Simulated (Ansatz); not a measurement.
CF3 (SMILES F[C](F)F): the energy to break a bond

CF3: 4 atoms, total charge 0, spin state doublet. SMILES: `F[C](F)F`. Geometry: optimised at PBE0/def2-SVP.

```xyz
4

F    -1.2258    0.0247    0.2647
C    -0.0393   -0.0592   -0.2854
F     0.6579   -1.0435    0.2267
F     0.6072    1.0780   -0.2059
```

Wanted: the dissociation energy of the F4–C2 bond into doublet F and singlet CF2 (shapes relaxed at PBE0/def2-SVP, no zero-point term). 1 Eh = 2625.50 kJ/mol = 27.2114 eV. Totals in Eh; open shells run unrestricted unless said.

| level | program | CF3 | doublet F | singlet CF2 |
| --- | --- | --- | --- | --- |
| UPBE/def2-TZVPP | Ansatz | -337.395801 | -99.669123 | -237.574605 |
| U-r2SCAN/def2-TZVPP | Ansatz | -337.580391 | -99.727635 | -237.700952 |
| UB2PLYP/def2-TZVPP, 4 core orbitals frozen in the whole | Ansatz | -337.529008 | -99.718571 | -237.670783 |

Q: Work out the dissociation energy at each level.

A: 
1. UPBE/def2-TZVPP: (-99.669123) + (-237.574605) − (-337.395801) = 0.152073 Eh = 399.3 kJ/mol = 4.14 eV.
2. U-r2SCAN/def2-TZVPP: (-99.727635) + (-237.700952) − (-337.580391) = 0.151804 Eh = 398.6 kJ/mol = 4.13 eV.
3. UB2PLYP/def2-TZVPP: (-99.718571) + (-237.670783) − (-337.529008) = 0.139654 Eh = 366.7 kJ/mol = 3.80 eV.

The levels span 367 to 399 kJ/mol; no measured value is set beside them. A fragment with an even electron count was run as a singlet and may have a lower triplet. A bond enthalpy at 298 K also holds the loss of zero-point energy and thermal terms.
